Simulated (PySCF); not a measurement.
# CHP (Phosphaethyne): the cost of one run

Computed with PySCF 2.14.0, with density-fitted response routines of our own, on a single molecule in the gas phase. Atoms are numbered from 0 throughout.

### Step 1. The molecule as given

3 atoms, charge 0, multiplicity 1; geometry from: GFN2-xTB. The atoms were then displaced at random by about 0.01 Å, so the start is not that level's minimum.

Bonds of the start (Å): C0–P1 1.52, C0–H2 1.10.

### Step 2. Relaxing the molecule at PBE0-D3(BJ)/def2-SVP

The job: settings as JSON, then the geometry in Å.

```
{"job": {"xc": "PBE0", "basis": "def2-SVP", "d3": "d3bj", "grid": 1, "shake": 0.01, "kind": "geom"}, "charge": 0, "multiplicity": 1}
C     -0.138790     0.058220     0.000810
P      1.376160    -0.053610    -0.013340
H     -1.231350     0.172350    -0.006650
```

Run with:

```bash
$ OMP_NUM_THREADS=1 python probes_run.py task.json out
```

The driver reads the jobs from task.json and runs them one after another.

**Question.** How long does this first job take on 1 thread of Arm Neoverse V2, shared host, and how much memory does it need?

About 1.6 s, with a peak of 0.25 GiB.
